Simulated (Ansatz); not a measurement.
# Relaxing HfSc3

Computed with DFT PBE, scalar-relativistic, plane waves, PAW in Ansatz. Cutoff 420 eV, Γ-centred k mesh, Gaussian smearing, no spin polarisation in the final step.

HfSc3 was placed on the Cu3Au (L1_2) structure type (Pm-3m, No. 221), with Hf in place of Au, Sc in place of Cu, at a guessed volume.

```
CELL_PARAMETERS angstrom
4.23084 0.00000 0.00000
0.00000 4.23084 0.00000
0.00000 0.00000 4.23084
ATOMIC_POSITIONS crystal
Hf 0.00000 0.00000 0.00000
Sc 0.00000 0.50000 0.50000
Sc 0.50000 0.00000 0.50000
Sc 0.50000 0.50000 0.00000
```

Cell and atoms relax at zero pressure; the relaxation can't lower the symmetry of the start. After a coarse first stage the cell is made exact in the group found at 0.06 Å.

Energies over the elements count from the elements' standard structures at the same level, with no empirical corrections.

(1) Describe the relaxed structure.

(2) What are its volume, energy, density and gap?

Results:

(1) It keeps Pm-3m (No. 221). The result has the Cu3Au (L1_2) structure. Conventional cell: a = 4.556 Å. Around Hf lie 12 Sc at 3.22 Å; Sc has 4 Hf at 3.22 Å and 8 Sc at 3.22 Å.

Space group Pm-3m (No. 221). a = 4.556 Å, b = 4.556 Å, c = 4.556 Å, α = 90.00°, β = 90.00°, γ = 90.00°
```csv
atom,site,symmetry,x,y,z
Hf,1a,m-3m,0.0000,0.0000,0.0000
Sc,3c,4/mm.m,0.0000,0.5000,0.5000
```

(2) The volume per atom is 23.64 Å³. The density is 5.50 g/cm³ and the energy over the elements is 0.08 eV/atom. The gap on the 10×10×10 mesh is 0 eV (a metal).

The final run used a 10×10×10 mesh on its 4-atom cell and 0.10 eV smearing. For metals, differences of a few meV/atom aren't resolved. Spin–orbit coupling is left out. Symmetry constrained the relaxation, so the result can be a saddle point.

Cost: 3 runs of about 0.34 core-minutes in all, on AMD EPYC 9B45 (Zen 5) (shared hosts).